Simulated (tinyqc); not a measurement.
Inside a calculation. Method: LCCD on RHF in the sto-6g basis, frozen core, for BH3, spin multiplicity 1. One step of it, computed by the program tinyqc.

Problem. LCCD: starting amplitudes. t_ij^ab = <ij||ab> / (e_i + e_j - e_a - e_b), whose energy is MP2.

orbital energies (hartree): MO1 -7.524383, MO2 -0.668930, MO3 -0.466874, MO4 -0.466872, MO5 0.233777, MO6 0.692947, MO7 0.746332, MO8 0.746344

Two-electron integrals over orbitals (pq|rs), unique and non-zero (hartree); the lowest 1 orbital is frozen and left out:
```
(22|22) 0.443343    (32|32) 0.121443    (33|22) 0.439878    (33|33) 0.493477
(42|22) -0.000026   (42|33) -0.063489   (42|42) 0.121423    (43|32) -0.063482
(43|43) 0.049249    (44|22) 0.439850    (44|33) 0.394940    (44|42) 0.063500
(44|44) 0.493489    (52|22) -0.001569   (52|33) -0.001020   (52|42) 5.07e-08
(52|44) -0.001020   (52|52) 0.068867    (53|32) -0.001405   (53|43) 0.001425
(53|53) 0.017940    (54|22) 3.46e-07    (54|33) 0.001425    (54|42) -0.001405
(54|44) -0.001425   (54|52) 3.90e-06    (54|54) 0.017939    (55|22) 0.462765
(55|33) 0.435339    (55|42) -2.06e-06   (55|44) 0.435332    (55|52) 0.009970
(55|54) 1.43e-06    (55|55) 0.587375    (62|22) 0.042461    (62|33) 0.022191
(62|42) 6.72e-07    (62|44) 0.022136    (62|52) -0.000558   (62|54) 2.94e-06
(62|55) 0.107757    (62|62) 0.071244    (63|32) -0.042569   (63|43) 0.040116
(63|53) 0.001666    (63|63) 0.058607    (64|22) 0.000067    (64|33) 0.040216
(64|42) -0.042688   (64|44) -0.040146   (64|52) 4.90e-06    (64|54) 0.001669
(64|55) 0.000127    (64|62) 0.000137    (64|64) 0.058751    (65|22) -0.004023
(65|33) -0.001828   (65|42) 0.000007    (65|44) -0.001821   (65|52) 0.065291
(65|54) 0.000025    (65|55) 0.001149    (65|62) -0.006368   (65|64) -4.85e-06
(65|65) 0.068436    (66|22) 0.441694    (66|33) 0.440593    (66|42) 0.000254
(66|44) 0.440861    (66|52) -0.007201   (66|54) -4.84e-06   (66|55) 0.463196
(66|62) 0.030372    (66|64) -0.000069   (66|65) -0.009167   (66|66) 0.460904
(72|22) -0.000054   (72|33) 0.025052    (72|42) -0.003801   (72|44) -0.025110
(72|52) 3.49e-08    (72|54) 0.002415    (72|55) -0.000135   (72|62) -0.000036
(72|64) 0.045916    (72|65) 0.000008    (72|66) -0.000061   (72|72) 0.048822
(73|32) 0.051833    (73|43) -0.023778   (73|53) -0.001229   (73|63) -0.030080
(73|73) 0.036453    (74|22) 0.045880    (74|33) 0.053285    (74|42) -0.051726
(74|44) 0.005894    (74|52) 0.004171    (74|54) 0.001226    (74|55) 0.096886
(74|62) 0.067748    (74|64) 0.030121    (74|65) -0.001380   (74|66) 0.028681
(74|72) 0.009525    (74|74) 0.105012    (75|22) 3.59e-06    (75|33) -0.002650
(75|42) 0.005578    (75|44) 0.002655    (75|52) -0.000080   (75|54) 0.016215
(75|55) -1.84e-06   (75|62) 0.000008    (75|64) -0.002025   (75|65) -0.000058
(75|66) 0.000022    (75|72) 0.000745    (75|74) -0.002375   (75|75) 0.020295
(76|22) -4.28e-06   (76|33) -0.057522   (76|42) 0.108861    (76|44) 0.057572
(76|52) 0.000010    (76|54) -0.001836   (76|55) 0.000011    (76|62) 0.000011
(76|64) -0.045207   (76|65) 0.000016    (76|66) 0.000266    (76|72) -0.009236
(76|74) -0.052930   (76|75) 0.004944    (76|76) 0.111088    (77|22) 0.458734
(77|33) 0.425216    (77|42) 0.028175    (77|44) 0.490639    (77|52) 0.001542
(77|54) -0.001539   (77|55) 0.477837    (77|62) 0.046213    (77|64) -0.036691
(77|65) -0.000995   (77|66) 0.468133    (77|72) -0.031132   (77|74) 0.042862
(77|75) 0.000852    (77|76) 0.029124    (77|77) 0.529420    (82|32) -0.003816
(82|43) 0.025086    (82|53) 0.002415    (82|63) 0.045899    (82|73) -0.009721
(82|82) 0.048825    (83|22) 0.045855    (83|33) 0.005853    (83|42) 0.051782
(83|44) 0.053332    (83|52) 0.004172    (83|54) -0.001226   (83|55) 0.096880
(83|62) 0.067730    (83|64) -0.030005   (83|65) -0.001374   (83|66) 0.028926
(83|72) -0.009745   (83|74) 0.036396    (83|75) 0.002381    (83|76) 0.053043
(83|77) 0.064868    (83|83) 0.105083    (84|32) 0.051783    (84|43) -0.023730
(84|53) -0.001227   (84|63) -0.030012   (84|73) 0.032374    (84|82) -0.009662
(84|84) 0.036380    (85|32) 0.005578    (85|43) -0.002651   (85|53) 0.016215
(85|63) -0.002019   (85|73) 0.002382    (85|82) 0.000745    (85|84) 0.002379
(85|85) 0.020295    (86|32) 0.108802    (86|43) -0.057449   (86|53) -0.001832
(86|63) -0.044992   (86|73) 0.053039    (86|82) -0.009172   (86|84) 0.052986
(86|85) 0.004941    (86|86) 0.110947    (87|32) -0.028570   (87|43) 0.032914
(87|53) 0.001546    (87|63) 0.036895    (87|73) -0.011258   (87|82) 0.031110
(87|84) -0.011212   (87|85) -0.000869   (87|86) -0.029409   (87|87) 0.034466
(88|22) 0.458745    (88|33) 0.490777    (88|42) -0.028441   (88|44) 0.425070
(88|52) 0.001542    (88|54) 0.001544    (88|55) 0.477839    (88|62) 0.046281
(88|64) 0.036938    (88|65) -0.000997   (88|66) 0.467994    (88|72) 0.031038
(88|74) 0.064959    (88|75) -0.000862   (88|76) -0.029332   (88|77) 0.460837
(88|83) 0.042690    (88|88) 0.529561
```

Give: Starting amplitudes; correlation energy.

Solution.

Starting amplitudes (spin orbitals 1a, 1b, ...; amplitudes related by a flip of all spins are not repeated; the 24 largest):
```
from      to        t
3a 3b  8a 8b  -0.0433
4a 4b  7a 7b  -0.0433
2a 2b  5a 5b  -0.0381
2a 4b  6a 7b  -0.0263
2a 3b  6a 8b  -0.0263
2a 2b  6a 6b  -0.0262
4a 4b  6a 6b  -0.0253
3a 3b  6a 6b  -0.0253
2a 4b  6b 7a   0.0178
2a 3b  6b 8a   0.0178
2a 2b  8a 8b  -0.0172
2a 2b  7a 7b  -0.0172
3a 3b  7a 7b  -0.0150
3a 4b  7b 8a   0.0150
4a 4b  8a 8b  -0.0150
3a 4b  7a 8b  -0.0133
3a 3b  5a 5b  -0.0128
4a 4b  5a 5b  -0.0128
4a 4b  6a 7b  -0.0127
3a 3b  6a 7b   0.0127
3a 4b  6a 8b   0.0126
3a 4b  6b 8a  -0.0126
2a 4a  6a 7a  -0.0085
2a 3a  6a 8a  -0.0085
```

correlation energy = -0.036294 hartree
